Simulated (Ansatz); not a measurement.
## How the elastic constant C66 of graphite moves with the method

No measured value is used here.

| level (code) | value (GPa) | cell (Å³/atom) |
|---|---|---|
| LDA (Ansatz) | 443 | 8.61 |
| PBE (Ansatz) | 330 | 11.49 |
| PBE-D3(BJ) (Ansatz) | 429 | 8.87 |
| rVV10 (Ansatz) | 429 | 8.89 |
| r²SCAN (Ansatz) | 433 | 9.22 |
| r²SCAN-D4 (Ansatz) | 455 | 8.80 |
| r²SCAN+rVV10 (Ansatz) | 458 | 8.72 |

LDA: LDA has no dispersion term either, though it tends to give short spacings of layers, chains or molecules. PBE, r²SCAN: the cell comes from a level without a dispersion term, which matters for the spacing of layers, chains or molecules. PBE-D3(BJ), r²SCAN-D4: the dispersion coefficients are held fixed in the derivatives. Each level is taken at its own relaxed cell. Cutoffs differ between the levels. Ansatz's density-functional and Hartree–Fock values are scalar-relativistic unless marked +SOC, with PAW data made under PBE.

Ansatz is an electronic-structure program.
